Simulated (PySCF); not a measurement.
Computed properties of silicon monoxide (OSi), SMILES O=[Si]

OSi, SMILES O=[Si] (connectivity only; charge and spin as stated), neutral, multiplicity 1. Geometry: B3LYP-D3(BJ)/def2-TZVPD. Other conformers were not sampled. All values are computed for the isolated molecule unless a solvent is named; none is compared with measurement here.

**Structure.** The optimised structure has C∞v symmetry. All 1 harmonic modes at B3LYP-D3(BJ)/def2-TZVPD (PySCF) are real, so it is a minimum.

**Vibrations.** The strongest infrared lines (harmonic, unscaled, degenerate partners summed) lie at 1253 cm⁻¹ (56 km/mol, O 64 %, Si 36 %). The softest mode is at 1253 cm⁻¹ and the zero-point energy is 1.8 kcal/mol.

**Electronic structure.** CAM-B3LYP/def2-TZVPD (PySCF) places the frontier levels at -10.24 and -0.98 eV, a gap of 9.26 eV, and gives a dipole moment of 3.33 D and a mean polarisability of 29.4 bohr³. PBE/def2-TZVPD (PySCF) at the same geometry gives -7.47 and -2.87 eV, so its gap is 4.66 eV narrower. An orbital gap is neither the optical nor the fundamental gap.

**Excitations.** TDA-B3LYP/def2-TZVPD (PySCF) has S1 at 5.31 eV (234 nm, f = 0.000, dark); the most intense of the 10 singlets computed lies at 5.50 eV (f = 0.15). Strengths of degenerate partners are summed. T1 (TDA) is at 4.06 eV, 1.25 eV under S1. No vertical singlet excitation falls in the visible range (under 3.1 eV).

**NMR.** GIAO shifts at B3LYP/pcSseg-2 (PySCF) (non-relativistic, atoms alike by connectivity averaged): ²⁹Si at 103.9 ppm against TMS.
